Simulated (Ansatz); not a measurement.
# H₃P, SMILES P: the interaction energy of a dimer with the counterpoise correction

Run with the Ansatz DFT code, driven from Python.

Script `h3p_dimer.py`:
```python
"""Interaction energy of two H3P molecules, with the counterpoise correction."""

import ansatz as az

BASIS = "def2-SVPD"
LEVEL = "MP2"

FIRST = [
    ("P", (0.3429, -0.324, -0.3283)),
    ("H", (0.6129, -0.0305, 1.0005)),
    ("H", (-0.9801, -0.6411, -0.0556)),
    ("H", (0.0243, 0.9957, -0.6165)),
]
SECOND = [
    ("P", (-1.2661, 0.3874, -3.7226)),
    ("H", (-1.8809, -0.8534, -3.637)),
    ("H", (-1.4802, 0.6571, -2.3784)),
    ("H", (-0.0118, -0.151, -3.471)),
]

def energy(atoms, ghosts=()):
    molecule = az.Crystal.molecule()
    for symbol, xyz in atoms:
        molecule = molecule.atom(symbol, xyz)
    calc = (
        molecule.calculation()
        .basis(gaussian=BASIS)  # atom-centred Gaussian functions
        .correlation(LEVEL)
    )
    deck = calc.input()
    if ghosts:
        deck = deck.set(az.key.basis.gaussian.ghost_atoms, [{"symbol": s, "position_ang": list(xyz)} for s, xyz in ghosts])
    return az.Session.from_dict(deck).plan().execute().report["free_energy_ev"]

# monomers in their own basis and in the basis of the dimer
both = energy(FIRST + SECOND)
alone = energy(FIRST) + energy(SECOND)
ghosted = energy(FIRST, SECOND) + energy(SECOND, FIRST)
print(f"dimer {both:.6f} eV")
print(f"interaction, uncorrected   {(both - alone):8.3f} eV")
print(f"interaction, counterpoise  {(both - ghosted):8.3f} eV")
print(f"basis-set superposition    {(alone - ghosted):8.3f} eV")
```

```console
$ python h3p_dimer.py
dimer -18640.207451 eV
interaction, uncorrected     -0.037 eV
interaction, counterpoise     0.020 eV
basis-set superposition       0.057 eV
```

Uncorrected it is -0.037 eV, with the counterpoise correction 0.020 eV; the difference, 0.06 eV, is the superposition error. The sign changes with the correction, so this basis doesn't settle it.

Reading the output:
- Total energies depend on the basis set; only differences at equal settings carry meaning.
- The dimer is a generated trial pose of unrelaxed monomers, not a minimum, so the figure is no binding energy, and the basis set is small.
- It ran for 7.4 s on 1 thread of AMD EPYC 7571, with other jobs on the host, peak memory 0.21 GiB.
